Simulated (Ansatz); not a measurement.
## H2Si–GeH3, doublet: the ladder up to UCCSDT(Q)

Geometry: displaced at random from a stationary point.

```xyz
7

Si    0.0344   -0.0021    1.6923
Ge   -0.0327    0.0063   -0.6658
H     0.5408   -1.2430    2.3144
H     0.6239    1.1355    2.3326
H    -0.6871    1.1485   -1.3036
H     1.6075   -0.0802   -1.2616
H    -0.6917   -1.3589   -1.2546
```

Basis cc-pVDZ; Ansatz 0.2.0. Only valence electrons are correlated (noble-gas cores and the filled d shells of p-block atoms frozen), which leaves 13 electrons in 51 orbitals. R marks a restricted (for open shells ROHF) determinant, U an unrestricted one. Active spaces: frontier = (9e, 9o) about the gap. No spin–orbit coupling is included, and no scalar relativity.

Full CI isn't at hand for all of this; UCCSDT(Q) serves as the reference, and is uncertain by about the last step of the cluster series. The frozen core follows each run's orbitals, which can shift R against U totals by a few meV for light atoms and by up to 0.1 eV past Ca.

```
UHF ⟨S²⟩                          : 0.761
T1 diagnostic (RCCSD)             : 0.0180
largest doubles amplitude (RCCSD) : 0.039
T1 diagnostic (UCCSD)             : 0.0138
```

```
   level  E − E(UCCSDT(Q)) (kJ/mol)  wall time
     UHF                      639.2          –
    UMP2                      143.3          –
   UCCSD                       19.0          –
UCCSD(T)                        3.9      3.2 s
  UCCSDT                        0.6          –
```

Run but not shown, since their state, orbitals or frozen core can't be matched to the reference's or they repeat it: RHF, RMP2, CISD, RCCSD, RCCSD(T), BCCD(T), RCCSDT, RCCSDT(Q), CASSCF (frontier space), NEVPT2 (frontier space).

Times hold each run's SCF and search for its determinant on a shared host, so for small cases they say little of a method's own cost; they ran on 1 thread of AMD EPYC 7B13.
